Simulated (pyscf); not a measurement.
## Addition: allene (H₂C=C=CH₂) + methyl (CH₃•) → H₂C=C•–CH₂–CH₃

Gas phase, doublet surface, charge 0. Bonds broken: none. Bonds formed: C1–C8. Single points on ωB97X-D3(BJ)/def2-SVP structures (PySCF, gas phase).

Transition state (Å):

```xyz
11

C      0.6471    -0.6308    -0.0225
C      0.9543    -0.2357     1.2144
C      1.1585     0.2810     2.3994
H     -0.0988    -1.4183    -0.1684
H      1.3620    -0.4675    -0.8350
H      1.8102    -0.2037     3.1366
H      0.6794     1.2242     2.6951
C     -0.7844     0.9052    -0.9677
H     -1.6243     0.8613    -0.2690
H     -0.9356     0.4457    -1.9495
H     -0.1681     1.8079    -0.9362
```

One imaginary mode, 497i cm⁻¹; descent along it reached the two sides named.

| bond | change | reactant side (Å) | saddle | product side |
|---|---|---|---|---|
| C1–C8 | forms | 3.8 | 2.303 | 1.536 |

Electronic energies relative to the separated reactants (kcal/mol):

```tsv
level	barrier	reaction energy	reverse barrier
ωB97X-D3(BJ)/def2-TZVP	5.8	-31.9	37.7
PBE/def2-TZVP	2.8	-28.5	31.3
r²SCAN/def2-TZVP	4.1	-28.9	33.0
B3LYP-D3(BJ)/def2-TZVP	4.5	-27.1	31.6
PBE0-D3(BJ)/def2-TZVP	4.0	-32.5	36.6
M06-2X/def2-TZVP	6.9	-29.7	36.6
ωB97M-D3(BJ)/def2-TZVP	6.7	-28.8	35.5
HF/def2-TZVP	12.4	-25.8	38.2
```

With ωB97M-D3(BJ)/def2-TZVP energies and thermal terms (ideal gas, 1 atm, RRHO with modes under 100 cm⁻¹ raised to 100, one conformer, R ln 2 for chiral ones without a mode under 150 cm⁻¹), in kcal/mol:

| T (K) | ΔH‡ | ΔG‡ | ΔH | ΔG |
|---|---|---|---|---|
| 298 | 8.0 | 16.4 | -23.9 | -14.3 |
| 600 | 8.1 | 24.9 | -24.5 | -4.3 |
| 900 | 8.6 | 33.2 | -24.1 | +5.8 |
| 1200 | 9.1 | 41.3 | -23.3 | +15.6 |

H₂C=C•–CH₂–CH₃ lies 23.5 kcal/mol over its isomer •H₂C–CH=CH–CH₃ (electronic energy, ωB97M-D3(BJ)/def2-TZVP). One saddle was located; it need not be the lowest between these sides.
